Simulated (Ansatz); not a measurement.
Geometry optimisation, Ansatz 0.2.0, RKS B3LYP-D4/def2-SVP.

Input:

```yaml
crystal:
  periodic: [false, false, false]
  atoms:
    - { symbol: Si, position_ang: [0.0, 0.0, 0.0] }
    - { symbol: H, position_ang: [0.0, 0.0, 1.46] }
    - { symbol: H, position_ang: [1.3768, 0.0, -0.4862] }
    - { symbol: "N", position_ang: [-0.8572, 1.4851, -0.6061] }
    - { symbol: H, position_ang: [-1.8773, 1.43, -0.8888] }
    - { symbol: H, position_ang: [-0.3367, 2.4058, -0.6766] }
    - { symbol: C, position_ang: [-0.8808, -1.5259, -0.6227] }
    - { symbol: H, position_ang: [-1.3804, -2.0377, 0.2261] }
    - { symbol: H, position_ang: [-1.6409, -1.2332, -1.3768] }
    - { symbol: H, position_ang: [-0.1449, -2.2146, -1.0879] }
basis:
  gaussian: { orbitals: def2-SVP }
hamiltonian:
  xc: b3lyp
  dispersion: d4
relax:
  f_tol: 0.02
  max_steps: 40
```

Launched with:

```bash
$ ansatz run input.yaml --threads 1 --pin off --max-ram 2048MiB --backend cpu --events-out ev --progress --plain --runs-dir out
```

Question: Where does it end, and by what steps?

Answer: It converged. After 12 steps the energy has fallen by 0.377 eV; H9 moved furthest, 0.77 Å.

| step | energy less start (eV) | largest force component (eV/Å) | accepted |
| --- | --- | --- | --- |
| 0 | 0.0000 | 1.894 | yes |
| 1 | -0.2510 | 1.000 | yes |
| 2 | -0.3108 | 0.543 | yes |
| 3 | -0.3047 | 0.588 | no |
| 4 | -0.3287 | 0.189 | yes |
| 5 | -0.3364 | 0.199 | yes |
| 6 | -0.3500 | 0.236 | yes |
| 7 | -0.3515 | 0.781 | yes |
| 8 | -0.3490 | 0.625 | no |
| 9 | -0.3744 | 0.159 | yes |
| 10 | -0.3512 | 0.747 | no |
| 11 | -0.3765 | 0.045 | yes |
| 12 | -0.3766 | 0.007 | yes |

```xyz
10
Properties=species:S:1:pos:R:3
Si 0.007 0.040 -0.118
H 0.255 -0.063 1.362
H 1.343 0.171 -0.773
N -0.926 1.422 -0.620
H -1.890 1.509 -0.309
H -0.482 2.336 -0.621
C -0.873 -1.529 -0.663
H -1.856 -1.623 -0.171
H -1.035 -1.530 -1.752
H -0.283 -2.421 -0.395
```

Whether the end is a true minimum wasn't checked by a vibrational analysis.

Time of the run: 43 s on 1 thread of Arm Neoverse V1, on a shared host, peak memory 0.15 GiB.
